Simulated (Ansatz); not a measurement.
Mulliken charges of C3H3F3 (`F/C=C(/F)CF`) from r2SCAN/def2-TZVPP in Ansatz (PBE0-D4/def2-TZVP geometry).

| atom | x (Å) | y (Å) | z (Å) | charge (e) |
| --- | --- | --- | --- | --- |
| F1 | -1.764 | -1.116 | 0.100 | -0.193 |
| C2 | -0.619 | -1.107 | -0.582 | 0.100 |
| C3 | 0.314 | -0.197 | -0.347 | 0.118 |
| F4 | 1.436 | -0.242 | -1.077 | -0.199 |
| C5 | 0.268 | 0.880 | 0.664 | 0.193 |
| F6 | 0.191 | 2.119 | 0.055 | -0.231 |
| H7 | -0.529 | -1.894 | -1.319 | 0.110 |
| H8 | 1.180 | 0.865 | 1.269 | 0.048 |
| H9 | -0.604 | 0.749 | 1.306 | 0.054 |

Task: By hand: the dipole of these point charges (1 e Å = 4.8032 D).

Result: Σ q r = (0.003, -0.316, 0.198) e Å, of length 0.373 e Å = 1.79 D.

Task: How does the dipole of the full density compare? (Estimate.)

Result: Ansatz gave: (-0.006, -0.311, 0.174) e Å, 1.71 D; the point charges give 1.05 times that, at 3° from its direction.

Point charges leave out the atoms' own dipoles, such as those of lone pairs, and Mulliken's split depends on the basis, so the close match here is no proof of good charges.
